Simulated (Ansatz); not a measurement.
1T (CdI2-type) TiTe2 was calculated with PBEsol+SOC in Ansatz (plane waves, PAW).

Numerical settings: plane-wave cutoff 520 eV, 18×18×10 k mesh (along the axes of the cell as run), Fermi–Dirac smearing 0.05 eV, PAW data made under PBE.

Computed at the level's own relaxed cell.

Q: What does this level give for the volume per atom, bulk modulus B0, lattice parameter a and c axis length?

A: 
* **volume per atom**: 25.47 Å³/atom
* **bulk modulus B0**: 34.6 GPa
* **lattice parameter a**: 3.699 Å
* **c axis length**: 6.449 Å

The run finds no gap.

Note: the cell comes from a level without a dispersion term, which matters for the spacing of layers, chains or molecules; the bulk modulus comes from volumes at which shape and atoms were relaxed.

Ansatz is a first-principles code.
